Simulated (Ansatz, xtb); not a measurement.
## Ranking isomers of H3O2Si+

4 gas-phase structures of H3O2Si+, found in a search over its isomers (lower ones may exist). Each was relaxed with GFN2-xTB; where two conformers were screened, the lower at r2SCAN-D4/def2-SVP is listed:

A. `O[SiH+]O`, a singlet
B. a singlet given by its coordinates
C. `O[Si][OH2+]`, a singlet
D. `O=[SiH][OH2+]`, a singlet

B (Å):

```
atom    x (Å)    y (Å)    z (Å)
   O  -1.1946  -0.7867  -0.6189
   O   1.3265   0.0837  -0.6122
  Si   0.7456  -1.3009  -0.9800
   H  -1.5385   0.0647  -0.3045
   H   1.4599   0.9982  -0.3559
   H  -1.9155  -1.4205  -0.7390
```

Close contacts (Å): O1–Si3 2.04, O2–Si3 1.55, O1–H4 0.97, O1–H6 0.97, O2–H5 0.96.

Q: Which do you expect lowest at r2SCAN-D4/def2-SVP, and how would the others follow?

A: Calculated order at r2SCAN-D4/def2-SVP: A (0.0), C (8.5), B (11.4), D (44.8) kcal/mol.

Energies above the lowest of each column, in kcal/mol; the last columns are at B3LYP-D3(BJ)/def2-SVP geometries and were run for some of them only (a dash: not run or not comparable):

```csv
structure,GFN2-xTB,HF/STO-3G,r2SCAN-D4/def2-SVP,B3LYP-D3(BJ)/def2-SVP,CCSD(T)/def2-TZVPP
A,0.0,34.2,0.0,0.0,0.0
C,39.0,0.0,8.5,4.5,11.0
B,39.4,9.4,11.4,relaxes to C,–
D,29.7,67.8,44.8,–,–
```

CCSD(T)/def2-TZVPP puts A lowest of those it was run on; HF/STO-3G picks C. Flexible structures stand in one conformer each, not always the lowest. Frequencies (B3LYP-D3(BJ)/def2-SVP) were run for A, C alone.

Over these structures GFN2-xTB departs from r2SCAN-D4/def2-SVP by 18.4 kcal/mol on average once a common shift is removed. A GFN2-xTB relaxation took about 0.27 s and the r2SCAN-D4/def2-SVP energy about 2.4 s on a shared host (Ansatz 0.2.0, xtb 6.7.1).
